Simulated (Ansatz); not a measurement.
A made-up structure of AlBSiH4, closed shell:

```json
{"atom": "B1", "x (Å)": "0.7890", "y (Å)": "-0.6322", "z (Å)": "-0.8702"}
{"atom": "Al2", "x (Å)": "-1.1551", "y (Å)": "-0.4651", "z (Å)": "-0.4231"}
{"atom": "Si3", "x (Å)": "-0.3775", "y (Å)": "0.6480", "z (Å)": "0.8380"}
{"atom": "H4", "x (Å)": "-2.5494", "y (Å)": "-0.9279", "z (Å)": "-0.8131"}
{"atom": "H5", "x (Å)": "1.8683", "y (Å)": "-0.8120", "z (Å)": "-1.2242"}
{"atom": "H6", "x (Å)": "1.1560", "y (Å)": "0.5673", "z (Å)": "0.5473"}
{"atom": "H7", "x (Å)": "-0.4435", "y (Å)": "1.5871", "z (Å)": "1.9919"}
```

It is relaxed with PBE-D4/def2-SVP and then PBE0-D4/def2-TZVP (Ansatz 0.2.0). Atoms count as bonded within 1.22 times the sum of their covalent radii (H–H: 0.88 Å). The end point is not checked to be a true minimum.

Does its bonding change? (A judgement: the text doesn't fix the answer.)

Computed: Yes. Formed: B1–Si3, B1–H6; broken: none.

Where it ends: The first stage lowers the energy by 3.15 eV in 26 steps. It ends as AlBSiH₄ ([H]1[BH]2[AlH][SiH]12):
B1  (0.683, -0.396, -0.367)
Al2  (-1.326, -0.498, -0.766)
Si3  (-0.353, 0.586, 1.011)
H4  (-2.669, -1.232, -1.140)
H5  (1.745, -0.804, -0.728)
H6  (0.930, 0.842, -0.020)
H7  (0.277, 1.466, 2.057)
(Å)

Labels in which every atom is bracketed show which atoms are joined, not bond orders.

For scale, one of the runs: PBE0-D4/def2-TZVP relaxation, 129 basis functions, launched by `ansatz run in.yaml --threads 2 --pin off --events-out ev --progress --plain --max-ram 4352MiB`. Hardware: 2 CPU threads of an Arm Neoverse V2, shared host. Wall time about 23 s.
